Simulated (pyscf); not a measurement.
•O–Si(=O)–OH + H₂ → O=Si(OH)–OH + H• (hydrogen abstraction; doublet surface; H–H broken, H–O formed). Optimised with ωB97X-D3(BJ)/def2-SVP in PySCF. Energies in kcal/mol from the separated reactants.

| level | barrier | reaction energy |
|---|---|---|
| ωB97X-D3(BJ)/def2-TZVP | ___ | ___ |
| r²SCAN/def2-TZVP | 3.0 | -13.1 |
| B3LYP-D3(BJ)/def2-TZVP | 4.0 | -12.9 |
| PBE0-D3(BJ)/def2-TZVP | ___ | -19.0 |
| M06-2X/def2-TZVP | 7.7 | -20.8 |
| ωB97M-D3(BJ)/def2-TZVP | 6.5 | -19.1 |

Question: What belongs in the gaps?

Answer: 
- ωB97X-D3(BJ)/def2-TZVP, barrier: 6.6
- ωB97X-D3(BJ)/def2-TZVP, reaction energy: -18.6
- PBE0-D3(BJ)/def2-TZVP, barrier: 3.5

The functionals in the table span 4.7 kcal/mol in this barrier, from r²SCAN to M06-2X. One saddle was located; it need not be the lowest between these sides. The angle at the transferred H is 165°.
